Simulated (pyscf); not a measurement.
Single points on ωB97X-D3(BJ)/def2-SVP structures (PySCF, gas phase).

Question: PBE/def2-TZVP puts the barrier of O=WH(F)(F)–F + HF → O=W(F)(F)(F)–F + H₂ (four-centre exchange; singlet surface; H–W, F–H broken, F–W, H–H formed) at 21.5 kJ/mol and the reaction energy at -123.6 kJ/mol, from the separated reactants. What do B3LYP-D3(BJ)/def2-TZVP, M06-2X/def2-TZVP, ωB97M-D3(BJ)/def2-TZVP give on the same structures?

Answer: B3LYP-D3(BJ): ΔE‡ = 40.4 kJ/mol, ΔE = -119.5 kJ/mol; M06-2X: ΔE‡ = 54.4 kJ/mol, ΔE = -111.4 kJ/mol; ωB97M-D3(BJ): ΔE‡ = 46.7 kJ/mol, ΔE = -112.2 kJ/mol. PBE's barrier lies under all of them, by 18.9 to 32.9 kJ/mol. Its reaction energy lies under all of them, by 4.1 to 12.2 kJ/mol. Low barriers are usual for a GGA, whose delocalisation error favours stretched bonds. On the reactant side the descent ends in a bound adduct, 34.0 kJ/mol under the separated species and 72.6 kJ/mol under the saddle at ωB97X-D3(BJ)/def2-TZVP. This is the saddle that the search found; another between the same sides may lie lower. Elements past Kr carry the def2 core potentials, without spin-orbit coupling.
